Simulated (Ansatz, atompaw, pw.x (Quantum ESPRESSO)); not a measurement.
## Equation-of-state test of one PAW (atompaw) potential (potassium (K))

| Item | Value |
| --- | --- |
| Element | potassium (K) |
| Generator | atompaw 4.2.0.5 |
| Type | PAW |
| Functional | PBE |
| Relativity | scalar-relativistic |
| Frozen core | [Ne] |
| Valence charge | 9 |
| Reference configuration | 3s2 3p6 4s0.75 4p0.25 |
| Partial waves | 3s (bound): rc 1.50 bohr; 4s (bound): rc 3.00 bohr; 3p (bound): rc 2.40 bohr; 4p (bound): rc 3.00 bohr; 3d channel at 0.05 Ry: rc 3.00 bohr |
| Local potential | bessel scheme, radius 2.65 bohr |
| Core correction | smooth core density matched at 2.60 bohr |
| Augmentation charge | sinc compensation charge, radius 2.20 bohr; PAW radius 3.00 bohr; waves and projectors: custom rrkj gramschmidtortho |

Atomic tests: cutoffs needed: 18 Ry and 25 Ry (the cutoffs (Ry, on a coarse ladder) from which the occupation-weighted sum of valence levels, in a spherical-Bessel basis at the reference potential, stays within 10 and 1 mRy of its value at 400 Ry); ghost test: no extra level below or beside the all-electron valence levels (s, p, d, f tested) (spherical-Bessel basis up to 400 Ry, 20 bohr box); lowest eigenvalue of the overlap operator: 0.08 (p channel).

Crystal test: bcc K in pw.x 7.5, no spin, 9³ k-points, Fermi–Dirac smearing 0.01 Ry, cutoffs 40/400 Ry. The reference is all-electron LAPW (Ansatz 0.2.0) with the same functional, mesh and smearing; V0 and B0 come from Birch–Murnaghan fits to the pressures at five volumes. Errors are pseudo minus all-electron; Δ is the rms difference of the E(V) curves that follow from these fits, minima aligned, over ±6 % about the mean V0. Mesh and smearing are coarse, so the numbers serve the comparison and aren't converged zero-temperature values; the lattice is a test structure that the element need not adopt.

All-electron: a0 = 5.292 Å (V0 = 74.09 Å³/atom), B0 = 3.5 GPa.

Q: How far does the potential miss the all-electron equation of state?

A: mean pressure error (GPa): +0.01; a0 (Å): 5.294; a0 error (%): +0.05; B0 error (%): +1.0; Δ (meV/atom): 0.1.

```csv
V (Å³/atom),P all-electron (GPa),P pseudo (GPa)
70.599,0.19,0.20
72.457,0.08,0.09
74.315,-0.01,-0.01
76.173,-0.09,-0.09
78.031,-0.16,-0.16
```

Q: At the middle volume, how do free energy and pressure move when the wave cutoff is lowered (ecutrho held at 400 Ry)?

A:

```csv
cutoff (Ry),shift of F (meV/atom),shift of P (GPa)
18,+85.0,-0.61
24,+11.2,-0.13
32,+1.9,-0.01
```

Input at the middle volume:

```
&control
  calculation='scf', prefix='x', pseudo_dir='./', outdir='./tmp', tstress=.true., disk_io='none'
/
&system
  ibrav=0, nat=1, ntyp=1, ecutwfc=40, ecutrho=400, nbnd=12,
  occupations='smearing', smearing='fd', degauss=0.01
/
&electrons
  conv_thr=1e-09, mixing_beta=0.4, electron_maxstep=70
/
ATOMIC_SPECIES
K 1.0 K.UPF
CELL_PARAMETERS angstrom
  -2.64853366 2.64853366 2.64853366
  2.64853366 -2.64853366 2.64853366
  2.64853366 2.64853366 -2.64853366
ATOMIC_POSITIONS crystal
K 0.0000 0.0000 0.0000
K_POINTS automatic
9 9 9 0 0 0
```

```bash
pw.x < K.scf.in > K.scf.out
```

Lines of the output:

```
Message from routine setup:
     using ibrav=0 with symmetry is DISCOURAGED, use correct ibrav instead
     lattice parameter (alat)  =       8.6689  a.u.
     unit-cell volume          =     501.5025 (a.u.)^3
     number of electrons       =         9.00
     number of Kohn-Sham states=           12
     kinetic-energy cutoff     =      40.0000  Ry
     charge density cutoff     =     400.0000  Ry
     scf convergence threshold =      1.0E-09
     Exchange-correlation= SLA PW PBX PBC
     number of k points=    35  Fermi-Dirac smearing, width (Ry)=  0.0100
     iteration #  1     ecut=    40.00 Ry     beta= 0.40
     total energy              =    -113.01036478 Ry
     estimated scf accuracy    <       0.00356106 Ry
     iteration #  2     ecut=    40.00 Ry     beta= 0.40
     total energy              =    -113.01179318 Ry
     estimated scf accuracy    <       0.00060118 Ry
     iteration #  3     ecut=    40.00 Ry     beta= 0.40
     total energy              =    -113.01263939 Ry
     estimated scf accuracy    <       0.00030069 Ry
     iteration #  4     ecut=    40.00 Ry     beta= 0.40
     total energy              =    -113.01265714 Ry
     estimated scf accuracy    <       0.00030163 Ry
     iteration #  5     ecut=    40.00 Ry     beta= 0.40
     total energy              =    -113.01325950 Ry
     estimated scf accuracy    <       0.00041823 Ry
     iteration #  6     ecut=    40.00 Ry     beta= 0.40
     total energy              =    -113.01335434 Ry
     estimated scf accuracy    <       0.00029353 Ry
     iteration #  7     ecut=    40.00 Ry     beta= 0.40
     total energy              =    -113.01318894 Ry
     estimated scf accuracy    <       0.00015815 Ry
     iteration #  8     ecut=    40.00 Ry     beta= 0.40
     total energy              =    -113.01327156 Ry
     estimated scf accuracy    <       0.00003815 Ry
     iteration #  9     ecut=    40.00 Ry     beta= 0.40
     total energy              =    -113.01325356 Ry
     estimated scf accuracy    <       0.00002146 Ry
     iteration # 10     ecut=    40.00 Ry     beta= 0.40
     total energy              =    -113.01326008 Ry
     estimated scf accuracy    <       0.00000122 Ry
     iteration # 11     ecut=    40.00 Ry     beta= 0.40
     total energy              =    -113.01326176 Ry
     estimated scf accuracy    <       0.00000023 Ry
     iteration # 12     ecut=    40.00 Ry     beta= 0.40
     total energy              =    -113.01325957 Ry
     estimated scf accuracy    <       0.00000278 Ry
     iteration # 13     ecut=    40.00 Ry     beta= 0.40
     total energy              =    -113.01326040 Ry
     estimated scf accuracy    <       0.00000003 Ry
     iteration # 14     ecut=    40.00 Ry     beta= 0.40
     the Fermi energy is     1.7284 ev
!    total energy              =    -113.01326041 Ry
     estimated scf accuracy    <          4.7E-10 Ry
     smearing contrib. (-TS)   =      -0.00334526 Ry
     convergence has been achieved in  14 iterations
          total   stress  (Ry/bohr**3)                   (kbar)     P=       -0.05
     Message from routine punch:
     Nothing written, as per user request (disk_io='none')
```

The 8 pw.x runs together took about 2.4 min on one core of a shared server CPU.
